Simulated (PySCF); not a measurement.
Compound: FH.
SMILES: `F`

Computed with PySCF 2.14.0, PBE/6-31+G* geometry optimisation, gas phase.

Masses are those of the commonest isotopes; rigid-rotor values at the optimised geometry. 

Problem. What are the moment of inertia and the rotational constant?

Solution. I = 0.859 u·Å², B = 505379 MHz·u·Å²/I = 588537 MHz (19.6315 cm⁻¹, or 28.245 K as hB/k). For two atoms I = μr² with μ = 0.9571 u and r = 0.9472 Å.

Problem. List the first levels of a rigid rotor in a Σ state.

Solution. E(J) = BJ(J+1): J = 1: 39.263, J = 2: 117.789, J = 3: 235.578, J = 4: 392.630, J = 5: 588.944, J = 6: 824.522 cm⁻¹.

Problem. Where do the first rotational lines fall?

Solution. The dipole is 2.01 D; J+1 ← J lies at 2B(J+1): 1 ← 0 at 1177.07 GHz, 2 ← 1 at 2354.15 GHz, 3 ← 2 at 3531.22 GHz, 4 ← 3 at 4708.30 GHz, 5 ← 4 at 5885.37 GHz, 6 ← 5 at 7062.44 GHz.

Problem. Estimate the classical rotational partition function at 500 K.

Solution. Point group C∞v, symmetry number σ = 1; q = kT/(σhB), k/h = 20836.6 MHz/K: 17.7 at 500 K.

Not checked by PBE/6-31+G* frequencies. These are rigid-rotor constants of the computed structure; measured ground-state constants (B0) also hold zero-point vibration.
